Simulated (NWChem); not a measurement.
Species: hydrogen isocyanide (CHN); SMILES [C-]#[NH+]

```xyz
3

C      0.0000     0.0000     0.7553
N      0.0000     0.0000    -0.4288
H      0.0000     0.0000    -1.4413
```
Atoms are numbered in this order, from 1.

Computed with NWChem. Pople sets run with spherical d functions. All runs use the structure optimised with PBE-D3(BJ)/def2-SVP. Atomic charges in e: unrestrained fits to the electrostatic potential beside Mulliken populations; the two definitions need not agree.

For level B3LYP/def2-SVP:

```
Item         Value
-----------  -----
ESP C1       -0.28
Mulliken C1  -0.11
ESP N2        0.02
Mulliken N2  -0.06
```

Task: How do the values read with level Hartree-Fock/6-31G* instead?

Result: 
* **ESP C1**: -0.17
* **Mulliken C1**: 0.18
* **ESP N2**: -0.16
* **Mulliken N2**: -0.63
